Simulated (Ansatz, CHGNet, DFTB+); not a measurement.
## Ladder of methods for the elastic constant C33 of hcp Zr

Reference value: 172 GPa (measured, 4 K, zero-point motion not removed; as tabulated in Clouet (2012), arXiv:1210.1082).

**Question.** What do GFN1-xTB as cut by DFTB+, CHGNet-r²SCAN, LDA, PBE, PBE-D3(BJ), r²SCAN, r²SCAN+rVV10, HSE06 give, and how far is each from the reference?

**Answer.** 
```json
[
 {"level (code)": "GFN1-xTB as cut by DFTB+", "value (GPa)": "51.6", "cell (Å³/atom)": "41.08", "difference (%)": "-70"},
 {"level (code)": "CHGNet-r²SCAN", "value (GPa)": "111", "cell (Å³/atom)": "23.38", "difference (%)": "-35"},
 {"level (code)": "LDA (Ansatz)", "value (GPa)": "178", "cell (Å³/atom)": "21.78", "difference (%)": "+3.5"},
 {"level (code)": "PBE (Ansatz)", "value (GPa)": "162", "cell (Å³/atom)": "23.39", "difference (%)": "-5.8"},
 {"level (code)": "PBE-D3(BJ) (Ansatz)", "value (GPa)": "174", "cell (Å³/atom)": "22.45", "difference (%)": "+1.2"},
 {"level (code)": "r²SCAN (Ansatz)", "value (GPa)": "166", "cell (Å³/atom)": "23.50", "difference (%)": "-3.5"},
 {"level (code)": "r²SCAN+rVV10 (Ansatz)", "value (GPa)": "169", "cell (Å³/atom)": "23.27", "difference (%)": "-1.7"},
 {"level (code)": "HSE06 (Ansatz)", "value (GPa)": "174", "cell (Å³/atom)": "23.49", "difference (%)": "+1.2"}
]
```

Once the reference is moved by up to 5.0 % (a margin picked here for doubts on the reference and the settings, and for temperature and zero-point motion) and values within 1.7 % count as equal, the nearest can be PBE-D3(BJ) (+1.2 %), HSE06 (+1.2 %), r²SCAN+rVV10 (-1.7 %), LDA (+3.5 %), r²SCAN (-3.5 %) or PBE (-5.8 %). Among them GFN1-xTB as cut by DFTB+ (-70 %) misses by most. Within 20 %: LDA, PBE, PBE-D3(BJ), r²SCAN, r²SCAN+rVV10, HSE06.

The reference isn't brought to a static lattice, while the calculations are for one, so the differences are not the levels' errors alone.  GFN1-xTB as cut by DFTB+: the relaxed volume lies over a fifth from the starting cell. GFN1-xTB as cut by DFTB+: the method was fitted mainly to molecules. GFN1-xTB as cut by DFTB+: codes differ in how they cut the long-range tail of xTB's charge interaction in a crystal, so the value belongs to this code. PBE-D3(BJ): the dispersion coefficients are held fixed in the derivatives. HSE06: hybrids on metals are sensitive to the k mesh. HSE06: the run warned that the count of filled bands differs between k points. Each level is taken at its own relaxed cell. Cutoffs and k meshes differ between the levels. Ansatz's density-functional and Hartree–Fock values are scalar-relativistic unless marked +SOC, with PAW data made under PBE.

Machine-learned potentials (CHGNet-r²SCAN) are trained on DFT data: a solid inside that data is no test of them.

Differences are worked out from the printed values.

Ansatz is a program for electronic structure.
